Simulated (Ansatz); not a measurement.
The same path of CH6Si + H3P (12 atoms, charge 0, multiplicity 1) was run twice with different band settings. Lost on the way: Si1–C2, P9–H12. Made: Si1–P9, C2–H12.

Level of theory: Ansatz 0.2.0, RKS B3LYP/6-31G*.

Relaxed end points:

```xyz
12
Properties=species:S:1:pos:R:3
Si 0.812 -0.204 0.087
C 0.925 -0.159 1.972
H -0.049 -0.363 2.430
H 1.633 -0.910 2.339
H 1.263 0.822 2.322
H 2.138 0.068 -0.532
H -0.148 0.822 -0.409
H 0.343 -1.537 -0.385
P -4.331 0.916 1.208
H -3.789 -0.087 0.353
H -4.888 -0.033 2.115
H -3.125 1.049 1.957
```

```xyz
12
Properties=species:S:1:pos:R:3
Si -0.923 0.016 -1.086
C 0.455 -0.019 3.618
H 0.926 -0.275 4.571
H 0.764 -0.740 2.856
H 0.763 0.985 3.317
H 0.246 0.729 -0.507
H -0.985 0.306 -2.543
H -0.735 -1.448 -0.896
P -2.810 0.849 -0.119
H -3.672 -0.171 -0.617
H -2.611 0.198 1.133
H -0.632 -0.049 3.731
```

Common settings: spring 5.0 eV/Å²; optimiser quadratic models (default); start path through a guess of the saddle point; force threshold 0.05 eV/Å; iteration limit 60; end points relaxed.

| run | movable images | climbing image |
| --- | --- | --- |
| 1 | 5 | yes |
| 2 | 6 | no |

Problem. What does each run give, and how far can it be trusted?

Solution. Run 1: converged after 31 iterations, highest image 3.413 eV above the first end. Neighbouring images differ by up to 3.3 eV, so the band resolves the path poorly. A vibrational analysis at the climbing image gives one clearly imaginary mode, 1440i cm⁻¹: a first-order saddle point.
Run 2: converged after 28 iterations, highest image 1.698 eV above the first end. Neighbouring images differ by up to 1.6 eV, so the band resolves the path poorly. No image climbed, so the highest image needn't sit at the top of the path.
The orbitals stay closed-shell, which can raise the energy where a bond breaks towards radicals; this wasn't checked here.
